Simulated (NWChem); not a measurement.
# SiHClO (SMILES O[Si]Cl): levels of theory compared

We compute a comparison of 3 runs (PBE/pcseg-0, PBE/pcseg-1, PBE/pcseg-2) of SiHClO. 

The results are computed with NWChem 7.3.0.

## Step 1: Starting point

The species is SiHClO (4 atoms), meant as a singlet with charge 0. SMILES: `O[Si]Cl`. The shape is that of a PBE0-D4/def2-TZVP optimisation.

Bond lengths: O1–Si2 1.637 Å, Si2–Cl3 2.110 Å, O1–H4 0.963 Å. Angles: O1–Si2–Cl3 101.3°, Si2–O1–H4 120.4°.

## Step 2: Energy and forces at PBE/pcseg-0 (run 1)

The input, clhosi.nw:

```
start clhosi
title "ClHOSi"
memory 2200 mb

geometry noautosym nocenter noautoz
  O       -0.911800       0.450200      -0.308700
  Si      -0.434200      -0.789700       0.647000
  Cl       1.662300      -0.701000       0.421400
  H       -0.260800       0.980400      -0.780000
end

basis spherical bse
  O library pcseg-0
  Si library pcseg-0
  Cl library pcseg-0
  H library pcseg-0
end

dft
  xc xpbe96 cpbe96
  grid fine
  convergence energy 1e-08
  iterations 100
  mulliken
  print low
end

task dft gradient
```

Command:

```
$ nwchem clhosi.nw > clhosi.out
```

The log of the run:

```text
[...]
 d= 0,ls=0.0,diis     1   -823.9682696257 -9.55D+02  4.89D-02  6.23D-01     0.2
[...]
 d= 0,ls=0.0,diis    10   -824.0513666392 -5.92D-09  2.76D-06  7.66D-09     1.5
         Total DFT energy =     -824.051366639170
      One electron energy =    -1400.429779481770
           Coulomb energy =      502.577708460791
    Exchange-Corr. energy =      -57.627133377362
 Nuclear repulsion energy =      131.427837759172
[...]
      Total Density - Mulliken Population Analysis
     ---------------------------------------------
    Atom       Charge   Shell Charges
 -----------   ------   -------------------------------------------------------
    1 O    8     8.74   1.98  0.97  0.92  2.06  2.81
    2 Si  14    13.25   2.00  2.00  1.17  0.67  5.79  0.74  0.87
    3 Cl  17    17.39   2.00  2.00  1.13  0.87  5.88  1.97  3.54
    4 H    1     0.62   0.51  0.11
[...]
                         DFT ENERGY GRADIENTS
    atom               coordinates                        gradient
                 x          y          z           x          y          z
   1 O      -1.723052   0.850755  -0.583358    0.030647  -0.010411   0.006061
   2 Si     -0.820519  -1.492317   1.222653    0.044006   0.042947  -0.037560
   3 Cl      3.141292  -1.324698   0.796331   -0.052797  -0.002447   0.005848
   4 H      -0.492841   1.852687  -1.473986   -0.021856  -0.030089   0.025651
 Task  times  cpu:        1.9s     wall:        1.9s
 Total times  cpu:        1.9s     wall:        1.9s
```

Wall time 2.5 s (1 thread of Intel Xeon 6975P-C (Granite Rapids), shared host); peak memory 0.11 GiB.

## Step 3: Energy and forces at PBE/pcseg-1 (run 2)

The input, nw.nw:

```
start nw
title "ClHOSi"
memory 2200 mb

geometry units angstroms noautosym nocenter noautoz
   O     -0.911800     0.450200    -0.308700
   Si    -0.434200    -0.789700     0.647000
   Cl     1.662300    -0.701000     0.421400
   H     -0.260800     0.980400    -0.780000
end

basis spherical bse
   * library pcseg-1
end

dft
   xc xpbe96 cpbe96
   mult 1
   grid fine
   convergence energy 1e-08
   iterations 100
   mulliken
   noprint "final vectors analysis"
end

task dft gradient
```

Command:

```
$ nwchem nw.nw > nw.out
```

The log of the run:

```text
[...]
          Wavefunction type:  closed shell.
          No. of atoms     :     4
          No. of electrons :    40
[...]
          Charge           :     0
          Spin multiplicity:     1
[...]
          AO basis - number of functions:    55
[...]
              XC Information
              --------------
          PerdewBurkeErnzerhof Exchange Functional  1.000
            Perdew 1991 LDA Correlation Functional  1.000 local
           PerdewBurkeErnz. Correlation Functional  1.000 non-local
[...]
 d= 0,ls=0.0,diis     1   -825.0553618836 -9.56D+02  2.96D-02  6.51D-01     0.6
[...]
 d= 0,ls=0.0,diis    11   -825.1277256215 -1.56D-09  7.43D-07  1.54D-09     4.3
         Total DFT energy =     -825.127725621549
      One electron energy =    -1402.462162946347
           Coulomb energy =      503.616994796865
    Exchange-Corr. energy =      -57.710395231240
 Nuclear repulsion energy =      131.427837759172
[...]
  wavefunction    = closed shell
                         DFT ENERGY GRADIENTS
    atom               coordinates                        gradient
                 x          y          z           x          y          z
   1 O      -1.723052   0.850755  -0.583358    0.017906  -0.008498   0.005466
   2 Si     -0.820519  -1.492317   1.222653    0.004831   0.019370  -0.015830
   3 Cl      3.141292  -1.324698   0.796331   -0.011830  -0.000171   0.001006
   4 H      -0.492841   1.852687  -1.473986   -0.010908  -0.010701   0.009357
[...]
```

Run time: 6.9 s. Hardware: 1 thread of Intel Xeon 6975P-C (Granite Rapids), shared host; peak memory 0.11 GiB.

## Step 4: Energy and gradient at PBE/pcseg-2 (run 3)

The input, work.nw:

```
start work
memory 2200 mb

geometry noautosym nocenter noautoz
   O     -0.911800     0.450200    -0.308700
   Si    -0.434200    -0.789700     0.647000
   Cl     1.662300    -0.701000     0.421400
   H     -0.260800     0.980400    -0.780000
end

basis spherical bse
   * library pcseg-2
end

dft
   xc xpbe96 cpbe96
   grid fine
   convergence energy 1e-08
   maxiter 100
   mulliken
   noprint "final vectors analysis"
end

task dft gradient
```

Command:

```
$ nwchem work.nw > work.out
```

The log of the run:

```text
[...]
          Wavefunction type:  closed shell.
          No. of atoms     :     4
          No. of electrons :    40
[...]
          Charge           :     0
          Spin multiplicity:     1
[...]
          AO basis - number of functions:   112
[...]
              XC Information
              --------------
          PerdewBurkeErnzerhof Exchange Functional  1.000
            Perdew 1991 LDA Correlation Functional  1.000 local
           PerdewBurkeErnz. Correlation Functional  1.000 non-local
[...]
 d= 0,ls=0.0,diis     1   -825.1694635614 -9.57D+02  1.10D-02  1.38D+00     2.2
[...]
 d= 0,ls=0.0,diis    11   -825.2493341606 -7.84D-09  5.59D-07  6.72D-09    18.3
         Total DFT energy =     -825.249334160616
      One electron energy =    -1402.834247393755
           Coulomb energy =      503.884362525515
    Exchange-Corr. energy =      -57.727287051548
 Nuclear repulsion energy =      131.427837759172
[...]
  wavefunction    = closed shell
                         DFT ENERGY GRADIENTS
    atom               coordinates                        gradient
                 x          y          z           x          y          z
   1 O      -1.723052   0.850755  -0.583358    0.009418  -0.003274   0.001915
   2 Si     -0.820519  -1.492317   1.222653    0.001845   0.008472  -0.006900
   3 Cl      3.141292  -1.324698   0.796331   -0.005673   0.000319   0.000160
   4 H      -0.492841   1.852687  -1.473986   -0.005591  -0.005517   0.004825
[...]
```

It took 31 s on 1 thread of Intel Xeon 6975P-C (Granite Rapids), shared host; peak memory 0.13 GiB.

## Step 5: The series

```tsv
run	level	energy (Eh)	largest force (eV/Å)	wall time
1	PBE/pcseg-0	-824.051367	3.705	2.5 s
2	PBE/pcseg-1	-825.127726	1.310	6.9 s
3	PBE/pcseg-2	-825.249334	0.570	31 s
```

## Step 6: Summary of results

| quantity | value |
| --- | --- |
| run 3: total energy | -825.24933 Eh |
| run 3: dipole moment | 0.99 D |
| run 3: largest force on an atom | 0.570 eV/Å |

What this shows: Over the runs the total energy spans 32.598 eV. All runs together took 40 s, the longest 31 s.
